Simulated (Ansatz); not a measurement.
A nudged elastic band was laid between two geometries of AlClH2 + H2 (6 atoms, charge 0, multiplicity 1).

Theory: RKS r2SCAN-D4/def2-mTZVP in Ansatz 0.2.0.

```
movable images  : 5
climbing image  : yes
spring          : 2.0 to 10.0 eV/Å², energy-weighted
optimiser       : quadratic models (default)
start path      : through a guess of the saddle point
force threshold : 0.03 eV/Å
iteration limit : 60
end points      : relaxed
```

First end point:

```xyz
6
Properties=species:S:1:pos:R:3
Al 0.001 0.200 0.210
Cl -0.017 0.880 2.209
H 1.402 0.066 -0.500
H -1.390 -0.020 -0.497
H 0.082 -2.292 0.510
H 0.068 -2.100 1.233
```

Last end point:

```xyz
6
Properties=species:S:1:pos:R:3
Al 0.021 -0.440 -0.339
Cl 0.009 -0.066 2.300
H 1.375 0.342 -0.627
H -1.379 0.255 -0.627
H 0.070 -2.020 -0.109
H 0.048 -1.337 2.568
```

What changes between the two ends?

Bonds broken: Al1–Cl2, H5–H6. Bonds formed: Al1–H5, Cl2–H6. AlClH2 + H2 becomes AlClH4.

What energy profile does the band end with?

The forces met the threshold. The highest image is number 3 of 0 to 6, 35.1 kcal/mol above the first end and 2.0 kcal/mol above the last; the last end lies 33.1 kcal/mol above the first. Another band between the same ends (5 images) ends at a top of the same energy, where a vibrational analysis finds 1 clearly imaginary mode. The orbitals stay closed-shell, which can raise the energy where a bond breaks towards radicals; this wasn't checked here.

```
image  path coordinate (Å)  energy (kcal/mol)  Al1–Cl2 (Å)  H5–H6 (Å)  Al1–H5 (Å)
    0                 0.00                0.0         2.11       0.75        2.51
    1                 1.25               23.2         2.33       0.94        1.78
    2                 1.64               34.2         2.51       1.36        1.66
    3                 1.89               35.1         2.61       1.66        1.62
    4                 2.11               34.8         2.64       1.92        1.61
    5                 2.36               33.9         2.64       2.22        1.60
    6                 2.76               33.1         2.67       2.76        1.60
```

What is the geometry of the highest image?


```xyz
6
Properties=species:S:1:pos:R:3
Al 0.020 -0.441 -0.199
Cl 0.013 0.055 2.360
H 1.403 0.173 -0.660
H -1.397 0.101 -0.651
H 0.060 -1.945 0.413
H 0.045 -1.208 1.902
```

The band took 11 iterations and of the order of 2.2 core-minutes.

The run took 2.2 min on 1 thread of Arm Neoverse V1, with other jobs on the host, peak memory 0.11 GiB.
